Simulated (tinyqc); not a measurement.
Worked calculation: Pariser-Parr-Pople SCF with singles CI, for the molecule C=CC=C[CH2+] (SMILES; centres numbered as the heavy atoms are written). One step of it, computed by the program tinyqc.

Task: Iteration 3: orbitals and new P. Diagonalise F (the basis is taken as orthonormal) and form P = 2 sum c c over the lowest orbitals.

F (eV), lower triangle:
```
           1C          2C          3C          4C         5C
1C  -9.525920
2C  -4.510103  -10.108559
3C  -0.679329   -3.917910  -10.027466
4C   0.297154    0.068679   -3.917910  -10.108559
5C   0.358756    0.297154   -0.679329   -4.510103  -9.525920
```

pi electrons, sum of z_r less the charge = 4

Give: orbital energies; P after iteration 3.

Result:

orbital energies (eV): -17.3074  -14.8404  -8.5574  -5.2215  -3.3697

P after iteration 3, lower triangle:
```
         1C       2C      3C      4C      5C
1C   0.6669
2C   0.7949   0.9936
3C   0.3517   0.5700  0.6791
4C  -0.2046  -0.0369  0.5700  0.9936
5C  -0.3027  -0.2046  0.3517  0.7949  0.6669
```
